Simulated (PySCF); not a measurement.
Delta-SCF ions had no search for a lower state. Excitations are Tamm–Dancoff values on a coarser integration grid. The basis has no diffuse functions, so Rydberg states are missing or too high.

Cartesian coordinates (Å):
```xyz
11

C     -0.3214     1.1510     0.0448
C      1.0262     0.7875     0.0124
C      1.3472    -0.5731    -0.0397
N      0.4314    -1.5448    -0.0601
C     -0.8552    -1.1886    -0.0288
C     -1.2857     0.1414     0.0238
H     -0.6153     2.2031     0.0858
H      1.8166     1.5415     0.0270
H      2.3965    -0.8905    -0.0662
H     -1.5881    -2.0041    -0.0465
H     -2.3522     0.3765     0.0477
```
Charge 0, multiplicity 1.

Give the vertical ionisation energy (Delta-SCF), S1 excitation (TDA), LUMO, S1–T1 gap (TDA) and dipole moment at the level ωB97X-D3(BJ)/def2-TZVP // B3LYP-D3(BJ)/def2-SVP (PySCF 2.14.0).


```
Quantity                                 Result
--------------------------------------  -------
vertical ionisation energy (Delta-SCF)  9.69 eV
S1 excitation (TDA)                     5.24 eV
LUMO                                    1.24 eV
S1–T1 gap (TDA)                         0.88 eV
dipole moment                            2.24 D
```
